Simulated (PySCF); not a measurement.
**Bond curve of S₂**

Set-up: basis S aug-pcseg-1; no relativity; PySCF 2.14. Energies in eV from S + S in their ground configurations at the same level. State: triplet, unpaired electrons π ↑↑.

All columns are PBE0.

```csv
R (Å),E (eV),HOMO (eV),LUMO (eV),Mayer bond order,⟨S²⟩
1.645,-2.574,-6.33,-2.82,1.32,2.01
1.722,-3.570,-6.61,-3.11,1.40,2.01
1.798,-4.111,-6.87,-3.39,1.48,2.01
1.856,-4.299,-7.05,-3.58,1.54,2.01
1.913,-4.350,-7.23,-3.77,1.60,2.01
1.970,-4.296,-7.39,-3.94,1.66,2.01
2.047,-4.105,-7.59,-4.16,1.73,2.01
2.143,-3.739,-7.80,-4.40,1.82,2.01
2.257,-3.196,-8.03,-4.66,1.89,2.01
2.410,-2.403,-8.03,-4.94,1.97,2.01
```

The state is the lowest determinant that a PBE0 search found; another state may lie lower at other levels.
